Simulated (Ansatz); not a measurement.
A nudged elastic band was laid between two geometries of C$_{2}$H$_{3}$NO (7 atoms, charge 0, multiplicity 1).

Theory: Ansatz, RHF/6-31G*.

| Property | Result |
| --- | --- |
| movable images | 7 |
| climbing image | yes |
| spring | 5.0 eV/Å² |
| optimiser | quadratic models (default) |
| start path | IDPP |
| force threshold | 0.05 eV/Å |
| iteration limit | 60 |
| end points | relaxed |

Image 0:

```xyz
7
Properties=species:S:1:pos:R:3
O -1.214 0.949 -0.600
C -0.198 0.338 -0.041
C 0.900 0.295 0.566
N 0.131 -1.022 0.257
H -1.898 0.315 -0.783
H 1.733 0.583 1.157
H 0.546 -1.457 -0.556
```

Image 8:

```xyz
7
Properties=species:S:1:pos:R:3
O -1.470 0.366 -0.605
C -0.315 0.051 -0.070
C 0.792 0.269 0.491
N 0.312 -1.186 0.226
H -1.623 1.301 -0.528
H 1.533 0.738 1.088
H 0.771 -1.538 -0.602
```

Question: What changes between the two ends?

Answer: No bond is made or broken. The dihedral H5–O1–C2–N4 goes from 5 to 171°.

Question: What energy profile does the band end with?

Answer: The run converged. The highest image is number 4 of 0 to 8, 0.181 eV above the first end and 0.156 eV above the last; the last end lies 0.025 eV above the first. A vibrational analysis at the climbing image gives one clearly imaginary mode, 391i cm⁻¹: a first-order saddle point.

```json
{"image": "0", "path coordinate (Å)": "0.00", "energy (eV)": "0.000", "dihedral H5–O1–C2–N4 (°)": "5"}
{"image": "1", "path coordinate (Å)": "0.26", "energy (eV)": "0.026", "dihedral H5–O1–C2–N4 (°)": "28"}
{"image": "2", "path coordinate (Å)": "0.52", "energy (eV)": "0.087", "dihedral H5–O1–C2–N4 (°)": "50"}
{"image": "3", "path coordinate (Å)": "0.78", "energy (eV)": "0.152", "dihedral H5–O1–C2–N4 (°)": "73"}
{"image": "4", "path coordinate (Å)": "1.03", "energy (eV)": "0.181", "dihedral H5–O1–C2–N4 (°)": "96"}
{"image": "5", "path coordinate (Å)": "1.23", "energy (eV)": "0.160", "dihedral H5–O1–C2–N4 (°)": "115"}
{"image": "6", "path coordinate (Å)": "1.43", "energy (eV)": "0.106", "dihedral H5–O1–C2–N4 (°)": "133"}
{"image": "7", "path coordinate (Å)": "1.63", "energy (eV)": "0.049", "dihedral H5–O1–C2–N4 (°)": "152"}
{"image": "8", "path coordinate (Å)": "1.83", "energy (eV)": "0.025", "dihedral H5–O1–C2–N4 (°)": "171"}
```

Question: What is the geometry of the highest image?

Answer: 
```xyz
7
Properties=species:S:1:pos:R:3:forces:R:3
O -1.240 0.655 -0.870 0.01 -0.01 0.02
C -0.225 0.179 -0.168 -0.01 0.02 -0.01
C 0.741 0.257 0.629 0.00 0.00 -0.01
N 0.354 -1.123 0.059 0.01 -0.02 0.00
H -2.010 0.749 -0.319 0.00 0.01 -0.01
H 1.401 0.631 1.373 0.00 0.00 0.01
H 0.978 -1.348 -0.703 0.00 0.00 0.00
```

Question: What are the harmonic wavenumbers there?

Answer: 391i, 421, 486, 659, 737, 1041, 1096, 1238, 1281, 1348, 1505, 2145, 3559, 3601, 4056 cm⁻¹.

The run took 96 s on 1 thread of Intel(R) Xeon(R) Platinum 8259CL CPU @ 2.50GHz (Skylake/Cascade Lake), with other jobs on the host, peak memory 0.13 GiB.
